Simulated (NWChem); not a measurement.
Species: N₂H cation; SMILES N#[NH+]

```xyz
3

N      0.0000     0.0000     0.6578
N      0.0000     0.0000    -0.4350
H      0.0000     0.0000    -1.4794
```
Atoms are numbered in this order, from 1.

Level: PBE0/def2-SVP (NWChem), optimised geometry, unscaled harmonic frequencies. 

Question: List the harmonic frequencies with IR intensities, and the thermochemistry.

Answer: 
```
frequency (cm⁻¹)  IR intensity (km/mol)
----------------  ---------------------
769                               140.6
769                               140.6
2450                                7.7
3411                              701.0
```

| Property | Result |
|---|---|
| zero-point energy | 10.6 kcal/mol |
| thermal correction to the enthalpy at 298.15 K (with zero-point energy) | 12.8 kcal/mol |
| heat capacity Cv | 6.4 cal/(mol K) |
| entropy at 298.15 K and 1 atm (symmetry number 1) | 48.2 cal/(mol K) |

Rigid rotor and harmonic oscillator.
